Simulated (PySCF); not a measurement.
Molecule: `InChI=1S/N2O/c1-2-3`.

Numbering as in the mapped SMILES `[N:1]#[N+:2][O-:3]`.

Geometry PBE0-D3(BJ)/def2-SVP throughout; GIAO in PySCF 2.14.0 with density-fitted response routines, gas phase, one conformer, non-relativistic; equivalent atoms averaged; functional PBE0.

Problem. How do the absolute shieldings σ depend on the basis set? (ppm; last column core-seconds on shared hosts with different chips, so compare them loosely)

Solution. 
```
    basis set  functions     N2     N1     O3  core-s
       STO-3G         15  150.7  155.7  204.6    0.46
        6-31G         27   22.9  102.3  168.0    0.98
     pcSseg-0         27  -10.2   73.4  157.9    0.79
       6-31G*         42   32.4  115.4  199.0     1.2
     def2-SVP         42   26.5  112.5  204.7     1.1
      cc-pVDZ         42   26.0  108.9  192.7       1
     pcSseg-1         51    1.0   88.7  175.9     1.4
  aug-cc-pVDZ         69   26.3  110.0  199.8     1.4
6-311+G(2d,p)         81    3.2   96.7  189.5       2
      cc-pVTZ         90    6.1   98.1  183.0     1.9
    def2-TZVP         93    2.4   96.8  185.5     2.5
     IGLO-III        105   -3.9   90.5  184.4     1.9
     pcSseg-2        108   -5.3   89.3  183.5     1.8
     pcSseg-3        216   -6.2   89.0  183.6     6.4
```

Problem. Which nucleus moves most, in ppm?

Solution. N2 (nitrogen bonded to N, O): from -10.2 ppm with pcSseg-0 to 150.7 ppm with STO-3G. The smallest spread is 46.8 ppm, at O3.

Problem. Taking the largest basis, pcSseg-3 (216 functions), as the yardstick, rank the others by their worst heavy-atom deviation.

Solution. pcSseg-2 0.9 ppm (108 functions), IGLO-III 2.3 ppm (105 functions), pcSseg-1 7.7 ppm (51 functions), def2-TZVP 8.6 ppm (93 functions), 6-311+G(2d,p) 9.4 ppm (81 functions), cc-pVTZ 12.3 ppm (90 functions), pcSseg-0 25.7 ppm (27 functions), 6-31G 29.1 ppm (27 functions), cc-pVDZ 32.2 ppm (42 functions), aug-cc-pVDZ 32.5 ppm (69 functions), def2-SVP 32.7 ppm (42 functions), 6-31G* 38.6 ppm (42 functions), STO-3G 156.9 ppm (15 functions).

A small basis that lands close on one nucleus may do so by chance; judge by the trend and by all nuclei.
